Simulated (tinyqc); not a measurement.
Worked calculation (part 1 of 2): UKS/exchange-only LDA in the sto-3g basis, for BH2, spin multiplicity 2. Computed by tinyqc, a small Python program that keeps every step (integrals from PySCF). Settings: charge = 0, multiplicity = 2, basis = sto-3g, energy threshold = 1e-08, iteration cap = 70, orthogonalisation = canonical, start = core, DIIS depth = 6, DIIS from iteration = 2, shift = 0.2, method = UKS, functional = Slater exchange alone, grid = [30, 26]. Command: `OMP_NUM_THREADS=1 python tinyqc.py 22907 22908 out.jsonl` (the two numbers bound the seeds that draw the settings). One thread of a shared host (Intel(R) Xeon(R) Processor @ 2.60GHz), about 1 s of CPU time with the checks. Later iterations appear only in the table of the cycle.

## One-electron integrals

Geometry (angstrom):
```
atom         x          y         z
B     0.000000   0.000000  0.000000
H     0.000000   1.445000  0.486000
H     0.000000  -1.445000  0.486000
```

Basis sto-3g: exponents (1/bohr^2) and contraction coefficients of normalised primitives:
```
element  l (shell)   exponent  coefficient
B            s (1)  48.791113     0.154329
B            s (1)   8.887362     0.535328
B            s (1)   2.405267     0.444635
B            s (2)   2.236956    -0.099967
B            s (2)   0.519821     0.399513
B            s (2)   0.169062     0.700115
B            p (3)   2.236956     0.155916
B            p (3)   0.519821     0.607684
B            p (3)   0.169062     0.391957
H            s (1)   3.425251     0.154329
H            s (1)   0.623914     0.535328
H            s (1)   0.168855     0.444635
```

Overlap, kinetic and nuclear-attraction integrals over the contracted functions; the nuclear repulsion is the sum of Za Zb / Rab.

nuclear repulsion = 3.65416871 hartree

overlap S, order 1B 1s, 1B 2s, 1B 2px, 1B 2py, 1B 2pz, 2H 1s, 3H 1s:
```
[[1.000000, 0.269328, 0.000000, 0.000000, 0.000000, 0.031421, 0.031421],
 [0.269328, 1.000000, 0.000000, 0.000000, 0.000000, 0.319457, 0.319457],
 [0.000000, 0.000000, 1.000000, 0.000000, 0.000000, 0.000000, 0.000000],
 [0.000000, 0.000000, 0.000000, 1.000000, 0.000000, 0.345850, -0.345850],
 [0.000000, 0.000000, 0.000000, 0.000000, 1.000000, 0.116321, 0.116321],
 [0.031421, 0.319457, 0.000000, 0.345850, 0.116321, 1.000000, 0.022974],
 [0.031421, 0.319457, 0.000000, -0.345850, 0.116321, 0.022974, 1.000000]]
```

kinetic energy T (hartree), order 1B 1s, 1B 2s, 1B 2px, 1B 2py, 1B 2pz, 2H 1s, 3H 1s:
```
[[10.826302, -0.047967, 0.000000, 0.000000, 0.000000, -0.009174, -0.009174],
 [-0.047967, 0.359168, 0.000000, 0.000000, 0.000000, 0.026556, 0.026556],
 [0.000000, 0.000000, 1.123881, 0.000000, 0.000000, 0.000000, 0.000000],
 [0.000000, 0.000000, 0.000000, 1.123881, 0.000000, 0.092646, -0.092646],
 [0.000000, 0.000000, 0.000000, 0.000000, 1.123881, 0.031160, 0.031160],
 [-0.009174, 0.026556, 0.000000, 0.092646, 0.031160, 0.760032, -0.007585],
 [-0.009174, 0.026556, 0.000000, -0.092646, 0.031160, -0.007585, 0.760032]]
```

nuclear attraction V (hartree), order 1B 1s, 1B 2s, 1B 2px, 1B 2py, 1B 2pz, 2H 1s, 3H 1s:
```
[[-23.841601, -3.326333, 0.000000, 0.000000, -0.007218, -0.389554, -0.389554],
 [-3.326333, -4.459551, 0.000000, 0.000000, -0.070169, -1.149242, -1.149242],
 [0.000000, 0.000000, -4.380377, 0.000000, 0.000000, 0.000000, 0.000000],
 [0.000000, 0.000000, 0.000000, -4.510870, 0.000000, -1.163395, 1.163395],
 [-0.007218, -0.070169, 0.000000, 0.000000, -4.395139, -0.398667, -0.398667],
 [-0.389554, -1.149242, 0.000000, -1.163395, -0.398667, -3.138932, -0.085003],
 [-0.389554, -1.149242, 0.000000, 1.163395, -0.398667, -0.085003, -3.138932]]
```

core Hamiltonian H = T + V (hartree), order 1B 1s, 1B 2s, 1B 2px, 1B 2py, 1B 2pz, 2H 1s, 3H 1s:
```
[[-13.015298, -3.374300, 0.000000, 0.000000, -0.007218, -0.398728, -0.398728],
 [-3.374300, -4.100383, 0.000000, 0.000000, -0.070169, -1.122686, -1.122686],
 [0.000000, 0.000000, -3.256497, 0.000000, 0.000000, 0.000000, 0.000000],
 [0.000000, 0.000000, 0.000000, -3.386989, 0.000000, -1.070749, 1.070749],
 [-0.007218, -0.070169, 0.000000, 0.000000, -3.271258, -0.367507, -0.367507],
 [-0.398728, -1.122686, 0.000000, -1.070749, -0.367507, -2.378900, -0.092588],
 [-0.398728, -1.122686, 0.000000, 1.070749, -0.367507, -0.092588, -2.378900]]
```

## Two-electron integrals

Functions are numbered as in S; the eight-fold symmetry (ij|kl) = (ji|kl) = (kl|ij) leaves the list below.

Two-electron integrals (ij|kl) in chemists' order, unique and non-zero (hartree):
```
(11|11) 2.923513    (21|11) 0.518376    (21|21) 0.109262    (22|11) 0.744229
(22|21) 0.193177    (22|22) 0.544804    (31|31) 0.020264    (32|31) 0.029996
(32|32) 0.120346    (33|11) 0.742491    (33|21) 0.193240    (33|22) 0.544682
(33|33) 0.586773    (41|41) 0.020264    (42|41) 0.029996    (42|42) 0.120346
(43|43) 0.031630    (44|11) 0.742491    (44|21) 0.193240    (44|22) 0.544682
(44|33) 0.523513    (44|44) 0.586773    (51|51) 0.020264    (52|51) 0.029996
(52|52) 0.120346    (53|53) 0.031630    (54|54) 0.031630    (55|11) 0.742491
(55|21) 0.193240    (55|22) 0.544682    (55|33) 0.523513    (55|44) 0.523513
(55|55) 0.586773    (61|11) 0.060155    (61|21) 0.012640    (61|22) 0.022450
(61|33) 0.022352    (61|41) 0.000834    (61|42) 0.001556    (61|44) 0.022626
(61|51) 0.000281    (61|52) 0.000523    (61|54) 0.000092    (61|55) 0.022383
(61|61) 0.001505    (62|11) 0.169816    (62|21) 0.044907    (62|22) 0.142713
(62|33) 0.138431    (62|41) 0.004627    (62|42) 0.030244    (62|44) 0.149842
(62|51) 0.001556    (62|52) 0.010172    (62|54) 0.003838    (62|55) 0.139722
(62|61) 0.005542    (62|62) 0.055794    (63|31) 0.004118    (63|32) 0.020134
(63|43) 0.005383    (63|53) 0.001811    (63|63) 0.005493    (64|11) 0.160952
(64|21) 0.043074    (64|22) 0.144326    (64|33) 0.136872    (64|41) 0.007828
(64|42) 0.047412    (64|44) 0.157908    (64|51) 0.001248    (64|52) 0.009174
(64|54) 0.005264    (64|55) 0.138034    (64|61) 0.005521    (64|62) 0.065652
(64|64) 0.081168    (65|11) 0.054133    (65|21) 0.014487    (65|22) 0.048542
(65|33) 0.046034    (65|41) 0.001248    (65|42) 0.009174    (65|44) 0.049488
(65|51) 0.004538    (65|52) 0.023220    (65|54) 0.006545    (65|55) 0.050046
(65|61) 0.001857    (65|62) 0.022081    (65|64) 0.025452    (65|65) 0.014054
(66|11) 0.345693    (66|21) 0.092993    (66|22) 0.335665    (66|33) 0.317193
(66|41) 0.010332    (66|42) 0.092402    (66|44) 0.366533    (66|51) 0.003475
(66|52) 0.031078    (66|54) 0.016595    (66|55) 0.322774    (66|61) 0.011591
(66|62) 0.177299    (66|64) 0.224991    (66|65) 0.075672    (66|66) 0.774606
(71|11) 0.060155    (71|21) 0.012640    (71|22) 0.022450    (71|33) 0.022352
(71|41) -0.000834   (71|42) -0.001556   (71|44) 0.022626    (71|51) 0.000281
(71|52) 0.000523    (71|54) -0.000092   (71|55) 0.022383    (71|61) 0.001431
(71|62) 0.005007    (71|64) 0.004634    (71|65) 0.001690    (71|66) 0.010341
(71|71) 0.001505    (72|11) 0.169816    (72|21) 0.044907    (72|22) 0.142713
(72|33) 0.138431    (72|41) -0.004627   (72|42) -0.030244   (72|44) 0.149842
(72|51) 0.001556    (72|52) 0.010172    (72|54) -0.003838   (72|55) 0.139722
(72|61) 0.005007    (72|62) 0.032188    (72|64) 0.029420    (72|65) 0.012486
(72|66) 0.074959    (72|71) 0.005542    (72|72) 0.055794    (73|31) 0.004118
(73|32) 0.020134    (73|43) -0.005383   (73|53) 0.001811    (73|63) 0.002713
(73|73) 0.005493    (74|11) -0.160952   (74|21) -0.043074   (74|22) -0.144326
(74|33) -0.136872   (74|41) 0.007828    (74|42) 0.047412    (74|44) -0.157908
(74|51) -0.001248   (74|52) -0.009174   (74|54) 0.005264    (74|55) -0.138034
(74|61) -0.004634   (74|62) -0.029420   (74|64) -0.025239   (74|65) -0.011254
(74|66) -0.068145   (74|71) -0.005521   (74|72) -0.065652   (74|74) 0.081168
(75|11) 0.054133    (75|21) 0.014487    (75|22) 0.048542    (75|33) 0.046034
(75|41) -0.001248   (75|42) -0.009174   (75|44) 0.049488    (75|51) 0.004538
(75|52) 0.023220    (75|54) -0.006545   (75|55) 0.050046    (75|61) 0.001690
(75|62) 0.012486    (75|64) 0.011254    (75|65) 0.007449    (75|66) 0.030025
(75|71) 0.001857    (75|72) 0.022081    (75|74) -0.025452   (75|75) 0.014054
(76|11) 0.013149    (76|21) 0.003457    (76|22) 0.010740    (76|33) 0.010520
(76|44) 0.010884    (76|51) 0.000230    (76|52) 0.001429    (76|55) 0.010806
(76|61) 0.000407    (76|62) 0.003194    (76|64) 0.003324    (76|65) 0.001397
(76|66) 0.008489    (76|71) 0.000407    (76|72) 0.003194    (76|74) -0.003324
(76|75) 0.001397    (76|76) 0.000246    (77|11) 0.345693    (77|21) 0.092993
(77|22) 0.335665    (77|33) 0.317193    (77|41) -0.010332   (77|42) -0.092402
(77|44) 0.366533    (77|51) 0.003475    (77|52) 0.031078    (77|54) -0.016595
(77|55) 0.322774    (77|61) 0.010341    (77|62) 0.074959    (77|64) 0.068145
(77|65) 0.030025    (77|66) 0.183090    (77|71) 0.011591    (77|72) 0.177299
(77|74) -0.224991   (77|75) 0.075672    (77|76) 0.008489    (77|77) 0.774606
```

## Orthogonalisation

S = U s U^T; canonical form X = U s^(-1/2), so that X^T S X = 1. Each column of U has its largest component positive (the first on a tie).

eigenvalues of S: [0.481519, 0.499272, 0.901195, 1.000000, 1.066819, 1.477754, 1.573441]

X, order 1B 1s, 1B 2s, 1B 2px, 1B 2py, 1B 2pz, 2H 1s, 3H 1s:
```
[[-0.446085, 0.000000, 0.717054, 0.000000, -0.539517, 0.000000, 0.287759],
 [1.005213, 0.000000, -0.199737, 0.000000, -0.182465, 0.000000, 0.529998],
 [0.000000, 0.000000, 0.000000, 1.000000, 0.000000, 0.000000, 0.000000],
 [0.000000, 0.988911, 0.000000, 0.000000, 0.000000, 0.588469, 0.000000],
 [0.281643, 0.000000, 0.638972, 0.000000, 0.725381, 0.000000, 0.143771],
 [-0.627692, -0.715881, -0.271378, 0.000000, 0.208345, 0.406452, 0.354384],
 [-0.627692, 0.715881, -0.271378, 0.000000, 0.208345, -0.406452, 0.354384]]
```

## Starting guess

The start is the orbitals of the core Hamiltonian; D(s) = C_occ C_occ^T for each spin.

D(alpha) at the start, order 1B 1s, 1B 2s, 1B 2px, 1B 2py, 1B 2pz, 2H 1s, 3H 1s:
```
[[1.076550, -0.287563, 0.000000, 0.000000, -0.083900, 0.024326, 0.024326],
 [-0.287563, 1.074871, 0.000000, 0.000000, 0.332709, -0.080938, -0.080938],
 [0.000000, 0.000000, 1.000000, 0.000000, 0.000000, 0.000000, 0.000000],
 [0.000000, 0.000000, 0.000000, 1.139620, 0.000000, -0.118259, 0.118259],
 [-0.083900, 0.332709, 0.000000, 0.000000, 0.103011, -0.025039, -0.025039],
 [0.024326, -0.080938, 0.000000, -0.118259, -0.025039, 0.018374, -0.006170],
 [0.024326, -0.080938, 0.000000, 0.118259, -0.025039, -0.006170, 0.018374]]
```

D(beta) at the start, order 1B 1s, 1B 2s, 1B 2px, 1B 2py, 1B 2pz, 2H 1s, 3H 1s:
```
[[1.076550, -0.287563, 0.000000, 0.000000, -0.083900, 0.024326, 0.024326],
 [-0.287563, 1.074871, 0.000000, 0.000000, 0.332709, -0.080938, -0.080938],
 [0.000000, 0.000000, 0.000000, 0.000000, 0.000000, 0.000000, 0.000000],
 [0.000000, 0.000000, 0.000000, 1.139620, 0.000000, -0.118259, 0.118259],
 [-0.083900, 0.332709, 0.000000, 0.000000, 0.103011, -0.025039, -0.025039],
 [0.024326, -0.080938, 0.000000, -0.118259, -0.025039, 0.018374, -0.006170],
 [0.024326, -0.080938, 0.000000, 0.118259, -0.025039, -0.006170, 0.018374]]
```

## Iteration 1: exchange-correlation on the grid

Becke grid with 30 radial and 26 angular points per atom, points of zero weight dropped. rho = sum D_ij phi_i phi_j; V_xc,ij = sum w v_xc phi_i phi_j; v_xc is d(rho eps)/d rho(s) for spin s.

The 16 grid points with the largest w rho, of 2332 (bohr, atomic units):
```
x                  y         z         w  rho(alpha)  rho(beta)     eps_xc  v_xc(alpha)
0.000000   -1.439531  0.000000  0.317822    0.090510   0.090510  -0.417793    -0.557057
0.000000    1.439531  0.000000  0.317822    0.090510   0.090510  -0.417793    -0.557057
0.000000   -1.170264  0.000000  0.199793    0.135263   0.135263  -0.477663    -0.636884
0.000000    1.170264  0.000000  0.199793    0.135263   0.135263  -0.477663    -0.636884
-1.017902  -1.017902  0.000000  0.282369    0.091703   0.058591  -0.396929    -0.559492
-1.017902   1.017902  0.000000  0.282369    0.091703   0.058591  -0.396929    -0.559492
1.017902    1.017902  0.000000  0.282369    0.091703   0.058591  -0.396929    -0.559492
1.017902   -1.017902  0.000000  0.282369    0.091703   0.058591  -0.396929    -0.559492
-1.749914   0.000000  0.000000  0.608771    0.053614   0.013425  -0.324900    -0.467836
1.749914    0.000000  0.000000  0.608771    0.053614   0.013425  -0.324900    -0.467836
-1.237376  -1.237376  0.000000  0.460428    0.054207   0.034112  -0.332706    -0.469553
-1.237376   1.237376  0.000000  0.460428    0.054207   0.034112  -0.332706    -0.469553
1.237376    1.237376  0.000000  0.460428    0.054207   0.034112  -0.332706    -0.469553
1.237376   -1.237376  0.000000  0.460428    0.054207   0.034112  -0.332706    -0.469553
-1.439531   0.000000  0.000000  0.358558    0.089597   0.023374  -0.385280    -0.555178
1.439531    0.000000  0.000000  0.358558    0.089597   0.023374  -0.385280    -0.555178
```

electrons on the grid, sum of w rho = 6.999308

E_xc = sum of w rho eps_xc = -4.40474810 hartree

V_xc(alpha) (hartree), order 1B 1s, 1B 2s, 1B 2px, 1B 2py, 1B 2pz, 2H 1s, 3H 1s:
```
[[-1.733542, -0.282688, 0.000000, 0.000000, -0.006043, -0.033264, -0.033264],
 [-0.282688, -0.464447, 0.000000, 0.000000, -0.035969, -0.103987, -0.103987],
 [0.000000, 0.000000, -0.485877, 0.000000, 0.000000, 0.000000, 0.000000],
 [0.000000, 0.000000, 0.000000, -0.482287, 0.000000, -0.096944, 0.096944],
 [-0.006043, -0.035969, 0.000000, 0.000000, -0.416775, -0.035419, -0.035419],
 [-0.033264, -0.103987, 0.000000, -0.096944, -0.035419, -0.138746, -0.008360],
 [-0.033264, -0.103987, 0.000000, 0.096944, -0.035419, -0.008360, -0.138746]]
```

V_xc(beta) (hartree), order 1B 1s, 1B 2s, 1B 2px, 1B 2py, 1B 2pz, 2H 1s, 3H 1s:
```
[[-1.717688, -0.270006, 0.000000, 0.000000, -0.007233, -0.031949, -0.031949],
 [-0.270006, -0.406499, 0.000000, 0.000000, -0.044156, -0.095125, -0.095125],
 [0.000000, 0.000000, -0.381108, 0.000000, 0.000000, 0.000000, 0.000000],
 [0.000000, 0.000000, 0.000000, -0.452410, 0.000000, -0.091790, 0.091790],
 [-0.007233, -0.044156, 0.000000, 0.000000, -0.377241, -0.034332, -0.034332],
 [-0.031949, -0.095125, 0.000000, -0.091790, -0.034332, -0.130975, -0.007586],
 [-0.031949, -0.095125, 0.000000, 0.091790, -0.034332, -0.007586, -0.130975]]
```

## Iteration 1: building the Kohn-Sham matrix

J_ij = sum D_kl (ij|kl) with D = D(alpha) + D(beta); F = H + J + V_xc; E = tr D H + tr D J / 2 + E_xc + E_nn.

Coulomb J (hartree), order 1B 1s, 1B 2s, 1B 2px, 1B 2py, 1B 2pz, 2H 1s, 3H 1s:
```
[[9.649742, 2.015688, 0.000000, 0.000000, 0.030326, 0.234885, 0.234885],
 [2.015688, 4.239843, 0.000000, 0.000000, 0.132527, 1.075829, 1.075829],
 [0.000000, 0.000000, 4.234204, 0.000000, 0.000000, 0.000000, 0.000000],
 [0.000000, 0.000000, 0.000000, 4.290816, 0.000000, 1.071164, -1.071164],
 [0.030326, 0.132527, 0.000000, 0.000000, 4.181648, 0.376249, 0.376249],
 [0.234885, 1.075829, 0.000000, 1.071164, 0.376249, 2.424438, 0.082005],
 [0.234885, 1.075829, 0.000000, -1.071164, 0.376249, 0.082005, 2.424438]]
```

F(alpha) (hartree), order 1B 1s, 1B 2s, 1B 2px, 1B 2py, 1B 2pz, 2H 1s, 3H 1s:
```
[[-5.099099, -1.641300, 0.000000, 0.000000, 0.017065, -0.197107, -0.197107],
 [-1.641300, -0.324988, 0.000000, 0.000000, 0.026389, -0.150845, -0.150845],
 [0.000000, 0.000000, 0.491830, 0.000000, 0.000000, 0.000000, 0.000000],
 [0.000000, 0.000000, 0.000000, 0.421540, 0.000000, -0.096529, 0.096529],
 [0.017065, 0.026389, 0.000000, 0.000000, 0.493615, -0.026677, -0.026677],
 [-0.197107, -0.150845, 0.000000, -0.096529, -0.026677, -0.093208, -0.018942],
 [-0.197107, -0.150845, 0.000000, 0.096529, -0.026677, -0.018942, -0.093208]]
```

F(beta) (hartree), order 1B 1s, 1B 2s, 1B 2px, 1B 2py, 1B 2pz, 2H 1s, 3H 1s:
```
[[-5.083245, -1.628618, 0.000000, 0.000000, 0.015875, -0.195792, -0.195792],
 [-1.628618, -0.267040, 0.000000, 0.000000, 0.018202, -0.141983, -0.141983],
 [0.000000, 0.000000, 0.596599, 0.000000, 0.000000, 0.000000, 0.000000],
 [0.000000, 0.000000, 0.000000, 0.451417, 0.000000, -0.091375, 0.091375],
 [0.015875, 0.018202, 0.000000, 0.000000, 0.533149, -0.025590, -0.025590],
 [-0.195792, -0.141983, 0.000000, -0.091375, -0.025590, -0.085437, -0.018168],
 [-0.195792, -0.141983, 0.000000, 0.091375, -0.025590, -0.018168, -0.085437]]
```

total energy of this density = -23.35948700 hartree

## Iteration 1: diagonalisation and new density

A level shift of 0.2 hartree raises the virtual space: F + shift (S - S D(s) S), with D(s) the density of one spin. Diagonalise F' = X^T F X, C = X C', fill 4 alpha and 3 beta electrons from the bottom; D(s) = C_occ C_occ^T. Each column has its largest component positive (the first on a tie).

F' = X^T F X (alpha) (hartree):
```
[[0.374782, 0.000000, 0.677915, 0.000000, -0.491515, 0.000000, 0.523729],
 [0.000000, 0.735959, 0.000000, 0.000000, 0.000000, 0.195834, 0.000000],
 [0.677915, 0.000000, -1.719459, 0.000000, 2.199430, 0.000000, -1.520283],
 [0.000000, 0.000000, 0.000000, 0.491830, 0.000000, 0.000000, 0.000000],
 [-0.491515, 0.000000, 2.199430, 0.000000, -1.364053, 0.000000, 1.475054],
 [0.000000, 0.195834, 0.000000, 0.000000, 0.000000, 0.102598, 0.000000],
 [0.523729, 0.000000, -1.520283, 0.000000, 1.475054, 0.000000, -1.172582]]
```

orbital energies (alpha) (hartree): [-5.114472, 0.011495, 0.046938, 0.491741, 0.491830, 0.729924, 0.791619]

coefficients C (alpha), order 1B 1s, 1B 2s, 1B 2px, 1B 2py, 1B 2pz, 2H 1s, 3H 1s:
```
[[0.983026, -0.171234, 0.000000, -0.291544, 0.000000, -0.079892, 0.000000],
 [0.060151, 0.406294, 0.000000, 1.040631, 0.000000, 0.336058, 0.000000],
 [0.000000, 0.000000, 0.000000, 0.000000, 1.000000, 0.000000, 0.000000],
 [0.000000, 0.000000, 0.295689, 0.000000, 0.000000, 0.000000, 1.112119],
 [-0.000431, 0.056412, 0.000000, -0.244826, 0.000000, 0.985563, 0.000000],
 [-0.010078, 0.525350, 0.586684, -0.515237, 0.000000, -0.308344, -0.577487],
 [-0.010078, 0.525350, -0.586684, -0.515237, 0.000000, -0.308344, 0.577487]]
```

F' = X^T F X (beta) (hartree):
```
[[0.408987, 0.000000, 0.672290, 0.000000, -0.497788, 0.000000, 0.548158],
 [0.000000, 0.757753, 0.000000, 0.000000, 0.000000, 0.208950, 0.000000],
 [0.672290, 0.000000, -1.694086, 0.000000, 2.215184, 0.000000, -1.522879],
 [0.000000, 0.000000, 0.000000, 0.796599, 0.000000, 0.000000, 0.000000],
 [-0.497788, 0.000000, 2.215184, 0.000000, -1.331651, 0.000000, 1.466082],
 [0.000000, 0.208950, 0.000000, 0.000000, 0.000000, 0.120188, 0.000000],
 [0.548158, 0.000000, -1.522879, 0.000000, 1.466082, 0.000000, -1.142090]]
```

orbital energies (beta) (hartree): [-5.097537, 0.030480, 0.057811, 0.542251, 0.765966, 0.796599, 0.820130]

coefficients C (beta), order 1B 1s, 1B 2s, 1B 2px, 1B 2py, 1B 2pz, 2H 1s, 3H 1s:
```
[[0.983749, -0.156899, 0.000000, -0.298598, -0.074176, 0.000000, 0.000000],
 [0.057765, 0.358348, 0.000000, 1.064701, 0.314966, 0.000000, 0.000000],
 [0.000000, 0.000000, 0.000000, 0.000000, 0.000000, 1.000000, 0.000000],
 [0.000000, 0.000000, 0.281001, 0.000000, 0.000000, 0.000000, 1.115920],
 [-0.000254, 0.059684, 0.000000, -0.220008, 0.991207, 0.000000, 0.000000],
 [-0.009618, 0.549454, 0.594247, -0.498681, -0.293196, 0.000000, -0.569702],
 [-0.009618, 0.549454, -0.594247, -0.498681, -0.293196, 0.000000, 0.569702]]
```

D(alpha) after iteration 1, order 1B 1s, 1B 2s, 1B 2px, 1B 2py, 1B 2pz, 2H 1s, 3H 1s:
```
[[1.080659, -0.313830, 0.000000, 0.000000, 0.061294, 0.050349, 0.050349],
 [-0.313830, 1.251606, 0.000000, 0.000000, -0.231879, -0.323331, -0.323331],
 [0.000000, 0.000000, 0.000000, 0.000000, 0.000000, 0.000000, 0.000000],
 [0.000000, 0.000000, 0.000000, 0.087432, 0.000000, 0.173476, -0.173476],
 [0.061294, -0.231879, 0.000000, 0.000000, 0.063122, 0.155784, 0.155784],
 [0.050349, -0.323331, 0.000000, 0.173476, 0.155784, 0.885761, 0.197365],
 [0.050349, -0.323331, 0.000000, -0.173476, 0.155784, 0.197365, 0.885761]]
```

D(beta) after iteration 1, order 1B 1s, 1B 2s, 1B 2px, 1B 2py, 1B 2pz, 2H 1s, 3H 1s:
```
[[0.992379, 0.000602, 0.000000, 0.000000, -0.009615, -0.095670, -0.095670],
 [0.000602, 0.131750, 0.000000, 0.000000, 0.021373, 0.196340, 0.196340],
 [0.000000, 0.000000, 0.000000, 0.000000, 0.000000, 0.000000, 0.000000],
 [0.000000, 0.000000, 0.000000, 0.078962, 0.000000, 0.166984, -0.166984],
 [-0.009615, 0.021373, 0.000000, 0.000000, 0.003562, 0.032796, 0.032796],
 [-0.095670, 0.196340, 0.000000, 0.166984, 0.032796, 0.655121, -0.051137],
 [-0.095670, 0.196340, 0.000000, -0.166984, 0.032796, -0.051137, 0.655121]]
```
